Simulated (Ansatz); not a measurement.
Reaction (hydrogen abstraction from the O–H bond): `C=CCO` + F• → `C=CC[O]`• + H–F

Gas-phase electronic energies from Ansatz, PBE0-D4/def2-TZVP geometries. CCSD(T)/CBS adds triple-zeta CCSD(T) − MP2 to the extrapolated MP2 energy (def2 sets, frozen cores). This one scheme is used for every species, atoms too. Functionals use def2-TZVPP. HSE06 is defined as in plane-wave codes. Open shells (•) are unrestricted, without spin–orbit coupling. Spin–orbit coupling would lower the free atoms: a little for F. One conformer a species, not always the lowest.

```
   species  HSE06-D4 energy (Eh)
   `C=CCO`            -192.96258
        F•             -99.67211
`C=CC[O]`•            -192.29056
       H–F            -100.39003
```

(1) Work out ΔE.

(2) What do rigid-rotor, harmonic-oscillator terms from PBE0-D4/def2-TZVP frequencies (298.15 K, 1 bar) make of the CCSD(T)/CBS value? (Best estimate.)

Largest T1 diagnostic among the species: 0.020.

Answers

(1) ΔE = (-192.29056) + (-100.39003) − (-192.96258) − (-99.67211) = -0.04590 Eh = -28.8 kcal/mol. CCSD(T)/CBS gives -27.5 kcal/mol.

(2) The calculation gave: ΔZPE = -3.3 kcal/mol, ΔH = -30.4 kcal/mol, ΔS = 15 J/(mol·K), ΔG = -31.4 kcal/mol. Open shells count their whole term as degenerate.

From PBE to PBE0 (25 % exact exchange), in def2-TZVPP and without D4, ΔE moves by +5.2 kcal/mol. Leaving LDA and LC-ωPBE aside and taking each functional with its dispersion term where it has one, the values, not all of them listed here, spread over 9.0 kcal/mol, from PBE-D4 to BHLYP-D4. LDA lies −6.0 kcal/mol from PBE without D4.
